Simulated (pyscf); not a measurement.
This saddle point was located with ωB97X-D3(BJ)/def2-SVP in PySCF.

```
C
F 1 1.2764
F 1 1.2778 2 113.48
F 1 1.9048 2 120.27 3 -164.40
H 4 1.2792 1 71.85 2 82.51
F 5 1.0340 4 144.94 1 -0.12
```
Charge 0, spin multiplicity 2.

Surface: doublet, charge 0. Lowest wavenumbers (cm⁻¹): 622i, 30, 263, 304, 489.

Problem. What reaction is this the transition state of?

Solution. F–C•(F)–F (SMILES F[C](F)F) + HF (SMILES F) <-> HF (SMILES F) + F–C•(F)–F (SMILES F[C](F)F), a four-centre exchange read from left to right: C–F, F–H broken and F–H, C–F formed. At ωB97M-D3(BJ)/def2-TZVP it lies +56.4 kcal/mol from the left side and +56.4 kcal/mol from the right (each side as separated species at their lowest minima found). The same reactants have a lower exit, to F–C(F)(F)–F + H• (barrier +47.9 kcal/mol at ωB97M-D3(BJ), against +56.4 kcal/mol here). This is the saddle that the search found; another between the same sides may lie lower.
